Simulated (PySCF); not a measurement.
A search over the determinants of LiN⁺

Unrestricted PBE0; basis Li def2-SVP, N def2-SVP; no relativity; PySCF 2.14. Outer shells of the fragments: Li+ closed shells only; N 2s2 2p3.

Followed along the bond (rough minima from three points):

| 2Ms+1 | unpaired | ⟨S²⟩ at the start | R at minimum (Å) | Te (eV) |
| --- | --- | --- | --- | --- |
| 4 | σ ↑, π ↑↑ | 3.75 | 2.25 | 0.00 |
| 2 | σ ↑, π ↑↓ | 1.75 | 2.27 | 1.22 |
| 2 | σ ↓, π ↑↑ | 1.76 | none in the scan | ≤ 1.21 |

Solutions found at the starting distance of 2.040 Å, counted from the lowest of them; the search is not exhaustive and high or unbound solutions are not listed, so other states can lie among these:

| 2Ms+1 | unpaired | term | E (eV) | ⟨S²⟩ | ⟨Lz²⟩ | μ (D) |
| --- | --- | --- | --- | --- | --- | --- |
| 4 | σ ↑, π ↑↑ | ⁴Σ⁻ | 0.00 | 3.75 | 0.00 | -5.58 |
| 2 | σ ↓, π ↑↑ | mixed | 1.23 | 1.76 | 0.00 | -5.65 |
| 2 | σ ↑, π ↑↓ | mixed | 1.23 | 1.75 | 2.01 | -5.62 |
| 2 | π ↑ | ²Π | 2.58 | 0.75 | 1.00 | -5.68 |
| 2 | σ ↑ | mixed | 3.16 | 0.75 | 2.00 | -5.54 |
| 2 | π ↑ | ²Π | 3.73 | 0.75 | 1.00 | -5.55 |

A term symbol is given only where ⟨S²⟩ and ⟨Lz²⟩ are close to those of a pure state; real π, δ and φ orbitals otherwise mix terms. A positive dipole points towards N; it is taken about the centre of mass and depends on that origin.
